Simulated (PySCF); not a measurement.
Compound: C5H9N.
SMILES with atom numbers: `[C-:1]#[N+:2][C:3]([CH3:4])([CH3:5])[CH3:6]`

The computed photoelectron lines, unassigned: C 1s: 290.96 (area 3), 291.56 (area 1), 292.73 (area 1) eV; N 1s: 405.95 eV.

Computed, not measured: PySCF, delta-SCF UKS SCAN, pcX-2 on the ionised atom, pcseg-1 elsewhere, spin-free X2C. Geometry: GFN2-xTB; no solvent, vibrations or thermal averaging.

Problem. Which carbon gives which C 1s line?

Solution. 290.96 eV: C4/C5/C6 (methyl carbon); 291.56 eV: C1 (isocyanide carbon); 292.73 eV: C3 (sp3 carbon bound to nitrogen). The listed C 1s values span 1.77 eV, from C4/C5/C6 (bonded to C and 3 H) to C3 (bonded to N and 3 C). Summing the Pauling electronegativity differences to the bonded atoms, each weighted by its formal bond order, gives -1.05 for the lowest site and +0.49 for the highest; the largest sum, +1.47, belongs to C1, 1.17 eV below the top.

Bonded neighbours of each site: C1: N (triple bond); N2: C (triple bond) and C; C3: N and 3 C; C4/C5/C6: C and 3 H.

Problem. Give the binding energy of C 1s of C4/C5/C6 in hartree and in kJ/mol.

Solution. 290.96 eV = 10.6926 Eh = 28073 kJ/mol.

Atoms equivalent by their bonding share one computed value, that of the first of them.
